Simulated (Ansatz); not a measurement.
# C2H5O: the cost of one run

All numbers below are computed with Ansatz 0.2.0 (UKS r2SCANh-D4/6-31G).

### 1 The system as given

Bond lengths: C1–C2 1.544 Å, C2–O3 1.537 Å, C1–H4 1.099 Å, C1–H5 1.101 Å, C1–H6 1.114 Å, C2–H7 1.133 Å, O3–H8 0.963 Å. Angles: C1–C2–O3 105.8°, C1–C2–H7 104.9°, O3–C2–H7 100.0°, C2–C1–H4 108.9°, C2–C1–H5 110.3°, C2–C1–H6 117.0°, H4–C1–H5 107.1°, H4–C1–H6 107.0°, H5–C1–H6 106.1°, C2–O3–H8 102.8°.

Coordinates:

```xyz
8

C    -0.2821    0.7078   -0.3220
C    -0.0013   -0.8105   -0.3294
O     0.7108   -1.1103    0.9996
H    -0.9023    0.9598   -1.1930
H     0.6593    1.2710   -0.4217
H    -0.7970    1.1226    0.5751
H    -1.0063   -1.2935   -0.1279
H     1.6188   -0.8469    0.8192
```

### 2 Relaxing end A

The input, input.yaml:

```yaml
crystal:
  periodic: [false, false, false]
  atoms:
    - { symbol: C, position_ang: [-0.28208, 0.70784, -0.32195] }
    - { symbol: C, position_ang: [-0.00133, -0.81048, -0.32943] }
    - { symbol: O, position_ang: [0.71076, -1.11033, 0.99962] }
    - { symbol: H, position_ang: [-0.90228, 0.9598, -1.19297] }
    - { symbol: H, position_ang: [0.6593, 1.27096, -0.42168] }
    - { symbol: H, position_ang: [-0.79695, 1.12261, 0.57513] }
    - { symbol: H, position_ang: [-1.00625, -1.29352, -0.12792] }
    - { symbol: H, position_ang: [1.61884, -0.84688, 0.8192] }
total_charge: -1
magnetization:
  spin_polarized: true
basis:
  gaussian: { orbitals: "6-31G" }
hamiltonian:
  xc: r2scanh
  dispersion: d4
relax:
  f_tol: 0.02
  max_steps: 50
```

Run with:

```bash
$ ansatz run input.yaml --threads 1 --pin off --max-ram 2048MiB --backend cpu --events-out ev --progress --plain --runs-dir out
```

Q: Estimate wall time and peak memory on 1 thread of Arm Neoverse V1, shared host.

About 26 s, with a peak of 0.15 GiB.
